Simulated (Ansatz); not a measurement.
# BH3+ (doublet): wave-function methods side by side at a displaced geometry (v1), cc-pVTZ

One table from this session's results is given with a row withheld; the runs are named, their logs left out.

Method: cc-pVTZ, core rule «outside noble gas», up to 1 orbitals frozen; program: Ansatz 0.2.0, Gaussian basis.

To be run: UHF; CCSD(T) on ROHF; CCSD(T) on UHF; BCCD(T) on ROHF; CCSDT(Q) on ROHF; CCSDT(Q) on UHF; CASSCF and MRCISD+Q, 5 electrons in 7 orbitals; CASSCF and MRCISD+Q(relaxed), 5 electrons in 7 orbitals; CASSCF and NEVPT2, 5 electrons in 7 orbitals.

14 further runs of the same task are left out: 2 for a known fault of the program, 8 that didn't finish, 4 set aside as unsound or not needed.

## What is computed

The geometry is a PBE0/def2-TZVP stationary point (not a proven minimum) with its atoms shifted at random (size 0.040 Å).

4 atoms, charge 1, spin multiplicity 2.

Atoms are counted from 1 here; the program's logs count them from 0.

Bond lengths: B1–H2 1.276 Å, B1–H3 1.122 Å, B1–H4 1.308 Å. Angles: H2–B1–H3 144.4°, H2–B1–H4 67.7°, H3–B1–H4 147.9°.

Set-up of the first run:

in.yaml reads:

```yaml
crystal:
  periodic: [false, false, false]
  atoms:
    - {symbol: B, position_ang: [0.000681, -0.000538, 0.074616]}
    - {symbol: H, position_ang: [-0.000152, 0.701104, -0.991284]}
    - {symbol: H, position_ang: [0.047812, 0.042630, 1.195063]}
    - {symbol: H, position_ang: [-0.054965, -0.737968, -1.004094]}
basis:
  gaussian: {orbitals: cc-pVTZ}
total_charge: 1
magnetization: {spin_polarized: true, initial_magnetization: 1}
hamiltonian: {xc: hf}
output: {orbitals: {seedname: orbitals}}
```

On the command line:

```bash
$ ansatz run in.yaml --threads 1 --pin off --events-out ev --progress --plain --max-ram 2393MiB
```

Steps of the session up to this table: UHF; CCSD(T) on ROHF; CCSD(T) on UHF; BCCD(T) on ROHF; CCSDT(Q) on ROHF; CCSDT(Q) on UHF; CASSCF and MRCISD+Q, 5 electrons in 7 orbitals; CASSCF and MRCISD+Q(relaxed), 5 electrons in 7 orbitals; CASSCF and NEVPT2, 5 electrons in 7 orbitals.

One table of the session follows, with a row left open; its other results are not shown here.

```
                   method  from UCCSDT(Q) (kcal/mol)
                     ROHF                     +69.30
                      UHF                     +66.46
                     RMP2                     +13.51
                     UMP2                     +13.81
                    RCCSD                      +1.54
                    UCCSD                      +1.47
                 RCCSD(T)                      +0.29
                 UCCSD(T)                      +0.29
                  BCCD(T)                          ?
                   RCCSDT                      +0.02
                   UCCSDT                      +0.02
                RCCSDT(Q)                      +0.01
                UCCSDT(Q)                          0
           CASSCF valence                     +37.65
           NEVPT2 valence                      +9.79
           MRCISD valence                      +1.21
         MRCISD+Q valence                      +0.28
MRCISD+Q(relaxed) valence                      -0.34
```

Estimate the missing values for BCCD(T).

As computed: from UCCSDT(Q) (kcal/mol): +0.30. In the column «from UCCSDT(Q) (kcal/mol)» it lies between UCCSD(T) (+0.29) and MRCISD valence (+1.21).

Among the levels timed on like hardware and quicker than the yardstick, those that no quicker one beats, quickest first: UCCSD(T) (1.4 s, +0.29 kcal/mol); MRCISD+Q valence (6 s, +0.28 kcal/mol); RCCSDT(Q) (93 s, +0.01 kcal/mol).

Caveats from the session: Of the multireference levels listed MRCISD+Q valence comes nearest in total energy (+0.28 kcal/mol), which doesn't show that its space is the better one. Restricted and unrestricted rows rest on different reference determinants; where their highest levels disagree by more than a few hundredths of an eV, they describe different states and don't form one ladder.
